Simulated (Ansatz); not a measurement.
This Ansatz (a first-principles code) input (CCSD(T)/aug-cc-pV(T+d)Z) gives -342.69901 Eh with 124 basis functions. A basis named .json is the Basis Set Exchange file of that set (core-valence sets with the plain set on hydrogen).

Ansatz 0.2 input:
```yaml
crystal:
  periodic: [false, false, false]
  atoms:
    - {symbol: P, position_ang: [0.00293147, 0.00160888, 0.12817703]}
    - {symbol: H, position_ang: [-0.00384980, 1.18388197, -0.65609339]}
    - {symbol: H, position_ang: [1.01199153, -0.61366513, -0.65676338]}
    - {symbol: H, position_ang: [-1.05211382, -0.59435001, -0.60979871]}
basis:
  gaussian:
    orbitals: aug-cc-pV_T+d_Z.json
magnetization: {spin_polarized: false}
correlation: {method: ccsd_t, electrons: outside_noble_gas}
```

Change:
```diff
- orbitals: aug-cc-pV_T+d_Z.json
+ orbitals: 6-311G__.json
```

Question: What does the run give now?

Answer: -342.64354 Eh (CCSD(T)/6-311G**, 45 functions), a change of +55.47 mEh.
